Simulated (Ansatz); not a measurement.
**C2H (doublet): wave-function methods side by side at distance C1–C2 = 1.320 Å, cc-pVDZ**

Aim: climb from Hartree-Fock through coupled cluster and multireference methods for C2H (doublet) at one geometry and basis, and see what each rung misses.

Computed with Ansatz 0.2.0, Gaussian basis. Level: cc-pVDZ, core rule «outside noble gas», up to 2 orbitals frozen.

To be run: UHF; CCSD(T) on ROHF; CCSD(T) on UHF; BCCD(T) on ROHF; CISD; CCSDT(Q) on ROHF; CCSDT(Q) on UHF; CCSDTQ on ROHF; CASSCF and MRCISD+Q, 3 electrons in 3 orbitals; CASSCF and NEVPT2, 3 electrons in 3 orbitals; CASSCF and MRCISD+Q, 9 electrons in 9 orbitals; CASSCF and NEVPT2, 9 electrons in 9 orbitals.

2 further runs of the same task are left out: 2 for a known fault of the program.

### 1 The geometry

The geometry derives from a PBE0/def2-TZVP stationary point (not a proven minimum). One bond is set to the value named and the two fragments are kept rigid.

3 atoms, charge 0, spin multiplicity 2.

Atoms are counted from 1 here; the program's logs count them from 0.

Bond lengths: C1–C2 1.320 Å, C1–H3 1.066 Å. Angles: C2–C1–H3 180.0°.

### 2 UHF

in.yaml

```yaml
crystal:
  periodic: [false, false, false]
  atoms:
    - {symbol: C, position_ang: [0.000000, 0.000000, 0.084661]}
    - {symbol: C, position_ang: [0.000000, 0.000000, -1.235339]}
    - {symbol: H, position_ang: [0.000000, 0.000000, 1.150678]}
basis:
  gaussian: {orbitals: cc-pVDZ}
magnetization: {spin_polarized: true, initial_magnetization: 1}
hamiltonian: {xc: hf}
output: {orbitals: {seedname: orbitals}}
```

Command:

```
$ ansatz run in.yaml --threads 1 --pin off --events-out ev --progress --plain --max-ram 8192MiB --backend cpu
```

Further steps of the session: CCSD(T) on ROHF; CCSD(T) on UHF; BCCD(T) on ROHF; CISD; CCSDT(Q) on ROHF; CCSDT(Q) on UHF; CCSDTQ on ROHF; CASSCF and MRCISD+Q, 3 electrons in 3 orbitals; CASSCF and NEVPT2, 3 electrons in 3 orbitals; CASSCF and MRCISD+Q, 9 electrons in 9 orbitals; CASSCF and NEVPT2, 9 electrons in 9 orbitals.

Before running them: what should the planned runs give, taken together? Wanted: RCCSDTQ below the RHF energy; RMP2 from RCCSDTQ; UMP2 from RCCSDTQ; RCCSD from RCCSDTQ; RCCSD(T) from RCCSDTQ; UCCSD(T) from RCCSDTQ; RCCSDT(Q) from RCCSDTQ; UCCSDT(Q) from RCCSDTQ; NEVPT2 valence from RCCSDTQ.

**Answer**, as computed:

| quantity | value |
| --- | --- |
| RCCSDTQ below the RHF energy | -6.8671 eV |
| RMP2 from RCCSDTQ | +86.3 kJ/mol |
| UMP2 from RCCSDTQ | +183.0 kJ/mol |
| RCCSD from RCCSDTQ | +41.5 kJ/mol |
| RCCSD(T) from RCCSDTQ | +5.7 kJ/mol |
| UCCSD(T) from RCCSDTQ | +12.2 kJ/mol |
| RCCSDT(Q) from RCCSDTQ | -0.6 kJ/mol |
| UCCSDT(Q) from RCCSDTQ | +0.1 kJ/mol |
| NEVPT2 valence from RCCSDTQ | +69.1 kJ/mol |
| MRCISD+Q valence from RCCSDTQ | +0.7 kJ/mol |
| levels within 1 kcal/mol (43 meV) | RCCSDT, UCCSDT, RCCSDT(Q), UCCSDT(Q), MRCISD+Q valence |
| T1 diagnostic | 0.035 |
| effectively unpaired electrons | 1.18 |

**Reading.** RCCSD(T) misses by +5.7 kJ/mol, 0.9 % of the correlation energy. CCSD(T) misses by +5.7 kJ/mol on the restricted determinant and by +12.2 kJ/mol on the unrestricted one; the two need not hold the same state or core. One determinant dominates. Of the multireference levels listed MRCISD+Q valence comes nearest in total energy (+0.7 kJ/mol), which doesn't show that its space is the better one. Coupled cluster took another determinant than the lowest Hartree-Fock one. These misses are within one basis, not against nature; the frozen cores of restricted and unrestricted runs differ, which can shift their rows.
